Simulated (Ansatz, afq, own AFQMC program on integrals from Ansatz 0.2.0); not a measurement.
Where AFQMC and coupled cluster stand for AlC, quartet

```yaml
atoms:
  - { symbol: Al, position_ang: [0.0000, 0.0000, 0.0000] }
  - { symbol: C, position_ang: [0.0000, 0.0000, 3.1220] }
```

Basis cc-pVDZ. Only valence electrons are correlated. Integrals, coupled cluster, full CI and functionals: Ansatz 0.2.0; the random walks run on the same integrals in our own AFQMC program. The CISD trial takes its coefficients from CCSD amplitudes. Released means that phaseless walkers are propagated on without the constraint, phases kept. Uncertainties: one standard error, sampling alone.

Determinant: UHF, the one that the program's search chose, which needn't be the lowest solution. The geometry is a point of a scan.

Full CI on the same integrals is exact in this basis and with this determinant's frozen core.

Cautions: lower spins were not checked; strong correlation (T1 0.052, weight of the determinant 0.84, largest double 0.10); the released energies have errors that jump between times, so the bars are unsure, so no released level is given (meV from the phaseless value at times in 1/Eh: 5 ± 14 at 0.24, -36 ± 21 at 0.51, -21 ± 5 at 0.99, -37 ± 5 at 1.62, 1 ± 33 at 2.40).

The T1 diagnostic is 0.0525, the weight of the determinant in the CISD state is 0.844 and the ⟨S²⟩ of the determinant is 3.784. The size of the correlated space is 7 electrons in 26 orbitals.

| level | correlation energy (eV) |
| --- | --- |
| MP2 | -2.6085 |
| CCSD | -3.6318 |
| CCSD(T) | -3.7438 |

(1) Estimate where phaseless AFQMC with a CISD trial lies against CCSD(T) on the same integrals.

(1) 0.98 ± 0.17 mEh below CCSD(T).

Reference: full CI, correlation energy -3.856 eV.

| level | E − E(reference) (mEh) | share of correlation (%) |
| --- | --- | --- |
| CCSD(T) | 4.11 | 97.10 |
| CCSDT | 0.78 | 99.45 |
| CCSDT(Q) | -0.32 | 100.22 |
| CCSDTQ | 0.01 | 99.99 |
| ph-AFQMC/HF | 10.85 ± 0.84 | 92.34 |
| ph-AFQMC/CISD | 3.13 ± 0.17 | 97.79 |

CCSDT and higher add their correlation energy to the determinant of the CCSD(T) run, since their own runs factorise the integrals more tightly (a shift of under 2 meV). A walk keeps the symmetry of its determinant, which the program's search chose and which needn't be the lowest solution, so a lower state of the same spin and another symmetry isn't excluded.
